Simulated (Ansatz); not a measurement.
# C₂H₅N, singlet: CASSCF and its corrections

Computed with Ansatz's Gaussian-basis code (development build). Basis cc-pVDZ, nonrelativistic, 3 orbitals frozen in the corrections. State-specific CASSCF; RHF is the lowest restricted (open-shell) Hartree–Fock solution met. No symmetry is imposed, so a solution can break that of the shape. No proof that the lowest CASSCF solution was found.

Geometry:

| atom | x (Å) | y (Å) | z (Å) |
| --- | --- | --- | --- |
| C | -0.0117 | -0.2385 | 1.2245 |
| C | 0.0405 | 0.4564 | 0.0800 |
| N | 0.0096 | -0.0824 | -1.2118 |
| H | -0.0134 | -1.3241 | 1.2374 |
| H | -0.0784 | 0.2733 | 2.1753 |
| H | 0.0312 | 1.5439 | 0.0959 |
| H | -0.9031 | -0.4423 | -1.4731 |
| H | 0.7239 | -0.7817 | -1.3798 |

What do CASSCF and its corrections give against RHF in CAS(4,3), and what are the occupations?

CASSCF -0.789 eV, SC-NEVPT2 -12.070 eV; occupations 2.00, 1.91, 0.09.

How do single-reference totals in the same basis and frozen core stand against SC-NEVPT2 in CAS(4,3)?

CCSD(T) -1.302 eV. Coupled cluster stands on the determinant that it favours, which can lie over the RHF solution above, and is in doubt where the occupations are far from 0, 1 and 2.

Roughly how much CPU time does a whole run from the default start take (median of such runs, summed over threads; nearly all runs on one pinned thread of a shared server, mostly Xeon at 2.3 to 2.6 GHz, by a development driver)?

CAS(4,3): about 3.7 s. Other jobs ran beside these, and the count of passes differs.
